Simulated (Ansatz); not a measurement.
A run of Ansatz (development build ahead of 0.2.0) on singlet ClF at this shape:

```xyz
2

Cl    0.0664   -0.1256   -0.6431
F     0.0004   -0.1383    0.9868
```

Its results:

```json
{
 "Converged": "yes",
 "Reference energy": "-558.77515 hartree",
 "Correlation energy": "-0.17168 hartree",
 "Total energy": "-558.94682 hartree",
 "Spin squared of the determinant": "0.000"
}
```

Which input gives this output? Name the method, the orbitals and the basis set, and write the input.

RHF-MP2 in 6-31G. An unrestricted run that stays on the closed shell gives the same numbers.

```yaml
crystal:
  periodic: [false, false, false]
  atoms:
    - { symbol: Cl, position_ang: [0.06638, -0.12564, -0.64308] }
    - { symbol: F, position_ang: [0.0004, -0.13831, 0.98676] }
basis:
  gaussian: { orbitals: "6-31G" }
hamiltonian:
  xc: hf
correlation:
  method: mp2
  frozen_orbitals: { Cl: 5, F: 1 }
```
